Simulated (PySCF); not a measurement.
Electric properties by functional and basis

Compound: CH4O.
SMILES with atom numbers: `[CH3:1][OH:2]` (hydrogens: H3, H4, H5 on C1; H6 on O2)

PySCF, dipoles from the SCF density, polarisabilities from static response with core orbitals frozen. Geometry: PBE0-D3(BJ)/def2-SVP; no solvent, vibrations or thermal averaging.

Q: How do dipole and polarisability depend on functional and basis here?

A: 

```
              level  μ (D)  error (%)  α (Å³)  error (%)  anisotropy (Å³)
    B3LYP/def2-SVPD  1.658       -0.9    3.15       -2.0             0.42
     PBE0/def2-SVPD  1.651       -1.2    3.10       -3.4             0.42
BHandHLYP/def2-SVPD  1.729       +3.4    3.01       -6.4             0.40
CAM-B3LYP/def2-SVPD  1.710       +2.3    3.10       -3.3             0.40
  wB97X-D/def2-SVPD  1.686       +0.8    3.09       -3.9             0.39
  LC-wPBE/def2-SVPD  1.724       +3.1    3.03       -5.7             0.38
        PBE0/6-31G*  1.673       +0.1    2.31      -27.9             0.42
      PBE0/def2-SVP  1.644       -1.7    2.36      -26.4             0.41
   PBE0/aug-cc-pVDZ  1.601       -4.3    3.16       -1.7             0.45
     PBE0/def2-TZVP  1.647       -1.5    2.78      -13.3             0.36
    PBE0/def2-TZVPD  1.599       -4.4    3.17       -1.1             0.45
   PBE0/aug-cc-pVTZ  1.596       -4.6    3.19       -0.5             0.45
```

Reference dipole: 1.672 D (measured, gas; NIST CCCBDB Release 22 (SRD 101), experimental dipoles). Reference dipole: 1.709 D (computed, CCSD(T)/CBS, all electrons, equilibrium geometry, gas; Hait, Head-Gordon, J. Chem. Theory Comput. 14 (2018) 1969). Reference dipole: 1.700 D (measured, unstated (gas or solution; conformer average); Muller, Mokrushina, Arlt, J. Chem. Eng. Data 57 (2012) 1231, supporting information). Reference polarisability: 3.210 Å³ (measured, gas; NIST CCCBDB Release 22 (SRD 101), experimental polarizabilities). Reference polarisability: 3.104 Å³ (computed, CCSD(T)/CBS, static electronic, isotropic average, equilibrium geometry, gas; Hait, Head-Gordon, Phys. Chem. Chem. Phys. 20 (2018) 19800). Errors are taken against the first value of each kind. The anisotropy is √(½[(α1 − α2)² + (α2 − α3)² + (α3 − α1)²]). For the dipole, the smallest error is 0.1% (PBE0/6-31G*) and the largest 4.6% (PBE0/aug-cc-pVTZ). For the polarisability, the smallest error is 0.5% (PBE0/aug-cc-pVTZ) and the largest 27.9% (PBE0/6-31G*). The dipole runs from 1.60 D (PBE0/aug-cc-pVTZ) to 1.73 D (BHandHLYP/def2-SVPD). In one basis (def2-SVPD) the functionals order the polarisability from BHandHLYP (lowest) to B3LYP (highest), a spread of 5%. With PBE0 the polarisability is 2.49 Å³ without diffuse functions (mean of 6-31G*, def2-SVP and def2-TZVP) and 3.16 Å³ with them (mean of def2-SVPD, aug-cc-pVDZ, def2-TZVPD and aug-cc-pVTZ). Measured values can belong to vibrating molecules and may average over conformers; the computed ones are for one fixed geometry.
